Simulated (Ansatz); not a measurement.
CH5ClN (charge -1), singlet: a pair in one relaxed arrangement.

The input file, in.yaml:

```yaml
crystal:
  periodic: [false, false, false]
  atoms:
    - {symbol: Cl, position_ang: [-1.119117, 0.457615, -2.791903]}
    - {symbol: C, position_ang: [0.702836, -0.029809, 0.534435]}
    - {symbol: N, position_ang: [-0.668702, -0.463109, 0.344946]}
    - {symbol: H, position_ang: [0.924180, 0.973360, 0.138400]}
    - {symbol: H, position_ang: [1.374230, -0.726135, 0.023858]}
    - {symbol: H, position_ang: [0.968046, -0.045375, 1.598751]}
    - {symbol: H, position_ang: [-0.893507, -0.360660, -0.655030]}
    - {symbol: H, position_ang: [-1.287964, 0.194113, 0.806441]}
basis:
  gaussian: {orbitals: def2-SVP}
total_charge: -1
hamiltonian: {xc: pbe0, dispersion: d4}
```

Launched with

```bash
ansatz run in.yaml --threads 2 --pin off --events-out ev --progress --plain --max-ram 5222MiB
```

Output of Ansatz 0.2.0:

```
Functional definition: PBE0
  name "PBE0"
  cite "Adamo & Barone, J. Chem. Phys. 110, 6158 (1999) doi:10.1063/1.478522"
  cite "Perdew, Burke & Ernzerhof, Phys. Rev. Lett. 77, 3865 (1996) doi:10.1103/PhysRevLett.77.3865"
  parent pbe
  parameter a = 0.25
  parameter kappa = 0.804
  parameter beta = 0.06672455060314922
  exchange = (1 - a)*pbe_x(kappa = kappa, mu = beta*pi^2/3) + a*exact_x
  correlation = pbe_c(beta = beta)
708 factors; integrals over basis functions are off by at most 1.4e-3 eV
mean field evaluation 1: about -15117.9245 eV, gradient 2.3e1 eV
mean field evaluation 2: about -15117.9997 eV, gradient 2.3e1 eV
mean field evaluation 4: about -15119.1288 eV, gradient 6.7e-1 eV
mean field evaluation 8: about -15119.2994 eV, gradient 3.8e-2 eV
mean field evaluation 16: about -15119.2994 eV, gradient 1.6e-5 eV
mean field -15119.29942662 eV, -555.6240056991 hartree, gradient 1.6e-5 eV, S^2 0.000000; 0 other end points of the search recorded, 0 dependent functions left out
reference -15119.29944617 eV, -555.6240064176 hartree; 18, 18 occupied and 53, 53 virtual orbitals, 708 factors
Total energy: -15119.39110748 eV, -555.6273749085 hartree
```

The run took about 0.7 s on 2 CPU threads of an Arm Neoverse V2 (shared host).
